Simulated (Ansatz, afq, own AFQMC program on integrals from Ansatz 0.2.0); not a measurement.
# Atomization energy of BH2O, doublet

```xyz
4

B     0.0000    0.0000    0.6689
O     0.0000    0.0000   -0.6123
H     0.0000    1.0503    1.2721
H     0.0000   -1.0503    1.2721
```

Connectivity, by distances: BH2–O.

Atoms in their ground-state spins without spin–orbit coupling (mostly on UHF) minus the molecule (UHF), without zero-point energy. The geometry is a stationary point, not shown to be a minimum.

Basis cc-pVDZ. Only valence electrons are correlated. Integrals, coupled cluster, full CI and functionals: Ansatz 0.2.0; the random walks run on the same integrals in our own AFQMC program. The CISD trial takes its coefficients from CCSD amplitudes. Released means that phaseless walkers are propagated on without the constraint, phases kept. ± is one standard error of the sampling. The errors of all members are added in quadrature.

No full CI on the walks' own integrals is used here; CCSDT(Q) serves as the reference and is uncertain by about the last step of the cluster series. Each member takes its own surest rung, up to full CI.

The best estimate is CCSD(T) at the basis-set limit (CBS: def2-TZVPP and def2-QZVPP, with their diffuse functions for anions and beside diffuse sets, CCSD(T) itself extrapolated) plus the step from CCSD(T) to CCSDT(Q) in cc-pVDZ. Rows without CBS are in cc-pVDZ, the functionals in def2-TZVP; B2PLYP and the wave-function rows carry a basis error of their own. Core correlation and relativity beyond core potentials are missing, and ± holds the sampling alone.

Cautions: BH₂O (doublet): raised T1 diagnostic (T1 0.040, weight of the determinant 0.87, largest double 0.06).

Best estimate: 1359.1 kJ/mol.

```json
{"level": "HF", "atomization energy (kJ/mol)": "1014.5", "error against the best estimate (kJ/mol)": "-344.6"}
{"level": "MP2", "atomization energy (kJ/mol)": "1259.2", "error against the best estimate (kJ/mol)": "-99.9"}
{"level": "CCSD", "atomization energy (kJ/mol)": "1248.2", "error against the best estimate (kJ/mol)": "-110.9"}
{"level": "CCSD(T)", "atomization energy (kJ/mol)": "1261.6", "error against the best estimate (kJ/mol)": "-97.5"}
{"level": "ph-AFQMC/CISD", "atomization energy (kJ/mol)": "1264.6 ± 0.5", "error against the best estimate (kJ/mol)": "-94.5 ± 0.5"}
{"level": "released AFQMC", "atomization energy (kJ/mol)": "1263.9 ± 0.4", "error against the best estimate (kJ/mol)": "-95.1 ± 0.4"}
{"level": "HF/CBS", "atomization energy (kJ/mol)": "1042.8", "error against the best estimate (kJ/mol)": "-316.3"}
{"level": "MP2/CBS", "atomization energy (kJ/mol)": "1355.4", "error against the best estimate (kJ/mol)": "-3.7"}
{"level": "CCSD(T)/CBS", "atomization energy (kJ/mol)": "1355.8", "error against the best estimate (kJ/mol)": "-3.2"}
{"level": "PBE", "atomization energy (kJ/mol)": "1422.8", "error against the best estimate (kJ/mol)": "63.7"}
{"level": "r2SCAN", "atomization energy (kJ/mol)": "1404.5", "error against the best estimate (kJ/mol)": "45.4"}
{"level": "PBE0", "atomization energy (kJ/mol)": "1374.9", "error against the best estimate (kJ/mol)": "15.9"}
{"level": "B3LYP", "atomization energy (kJ/mol)": "1390.6", "error against the best estimate (kJ/mol)": "31.6"}
{"level": "wB97M-V", "atomization energy (kJ/mol)": "1379.7", "error against the best estimate (kJ/mol)": "20.6"}
{"level": "B2PLYP", "atomization energy (kJ/mol)": "1363.2", "error against the best estimate (kJ/mol)": "4.2"}
{"level": "surest rungs in cc-pVDZ", "atomization energy (kJ/mol)": "1264.8", "error against the best estimate (kJ/mol)": "-94.3"}
```

Correlation beyond CCSD(T) adds 3.2 kJ/mol. Going to the basis-set limit adds 94.3 kJ/mol at CCSD(T). The perturbative (T) step is worth +13.4 kJ/mol. The functionals spread over 59.5 kJ/mol; B2PLYP comes nearest and PBE is 63.7 kJ/mol too high.

Best estimates are given only where the step beyond CCSD(T) is under 0.3 eV and no member's determinant is very poor (T1 over 0.05, or 0.07 for open shells, ⟨S²⟩ too high by 0.3, two states mixed), so the hardest cases are missing from such tables.

The functionals ran in a triple-zeta set and keep a basis error of their own, a few kJ/mol for each bond in atomization energies and more for double hybrids, so close places among them and the extrapolated levels can swap.

Each member of a difference takes its own highest rung, so a best estimate needn't equal the limit plus the step of one row. A walk keeps the symmetry of its determinant, which the program's search chose and which needn't be the lowest solution, so a lower state of the same spin and another symmetry isn't excluded. Released energies are given only where the last usable release times agree within the noise; a slower fall can still hide under it.
